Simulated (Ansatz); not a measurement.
# Stretch profile

CH3OSi (SMILES O=[C+][SiH3]) (charge +1), closed shell, at its PBE0-D4/def2-TZVP minimum:

| atom | x (Å) | y (Å) | z (Å) |
| --- | --- | --- | --- |
| O1 | 1.0099 | -1.8851 | 0.9835 |
| C2 | 0.5321 | -0.9987 | 0.5186 |
| Si3 | -0.3159 | 0.5898 | -0.3076 |
| H4 | -1.4552 | -0.0816 | -0.9570 |
| H5 | 0.8080 | 1.0171 | -1.1591 |
| H6 | -0.5790 | 1.3584 | 0.9215 |

The bond length O1–C2 (1.109 Å at the minimum) is set to the values below, the two halves moving rigidly along the bond. Each method's energies count from its own value at the PBE0-D4 minimum structure. Computed with Ansatz 0.2.0 (basis: def2-TZVPP); correlated methods freeze the cores.

CCSD(T) energies along the scan:
```json
{"bond length (Å)": "0.954", "CCSD(T) (kcal/mol)": "61.25"}
{"bond length (Å)": "0.986", "CCSD(T) (kcal/mol)": "36.62"}
{"bond length (Å)": "1.034", "CCSD(T) (kcal/mol)": "13.20"}
{"bond length (Å)": "1.090", "CCSD(T) (kcal/mol)": "1.22"}
{"bond length (Å)": "1.152", "CCSD(T) (kcal/mol)": "1.29"}
{"bond length (Å)": "1.219", "CCSD(T) (kcal/mol)": "11.54"}
{"bond length (Å)": "1.290", "CCSD(T) (kcal/mol)": "29.21"}
{"bond length (Å)": "1.364", "CCSD(T) (kcal/mol)": "51.46"}
{"bond length (Å)": "1.442", "CCSD(T) (kcal/mol)": "76.39"}
```
They count from the CCSD(T) energy at the PBE0-D4 minimum.

Minimum and curvature along this coordinate at CCSD(T): A fifth-order fit through the nearest points gives 1.119 Å, with a curvature of about 130 eV/Å².

Problem. Treat the two halves as rigid bodies and work out the harmonic wavenumber of this stretch from that curvature (ν̃ = 521.5 √(k/μ) cm⁻¹ with k in eV/Å² and μ in u).

Solution. The halves weigh 16.00 and 43.12 u, so μ = 16.00 × 43.12/59.12 = 11.670 u and ν̃ = 521.5 √(130/11.670) ≈ 1700 cm⁻¹. A true normal mode mixes in other motions, so this is a guide only.

Largest difference from the CCSD(T) curve over the scan: PBE-D4 3.03; r2SCAN-D4 5.38; HF 41.90; MP2 5.37 kcal/mol. Each curve counts from its own value at the minimum.

T1 diagnostic: at most 0.043. The T1 diagnostic is large here, which may signal multireference character or strong orbital relaxation, so CCSD(T) is less sure. The restricted Hartree–Fock reference is unstable towards an unrestricted one here.

For scale, one of the runs: CCSD(T)/def2-TZVPP, 146 basis functions, launched by `ansatz run in.yaml --threads 2 --pin off --events-out ev --progress --plain --max-ram 4352MiB`. Time: 12 s of wall clock on 2 CPU threads of an Arm Neoverse V1; the host was shared. Peak host memory: 0.85 GiB.
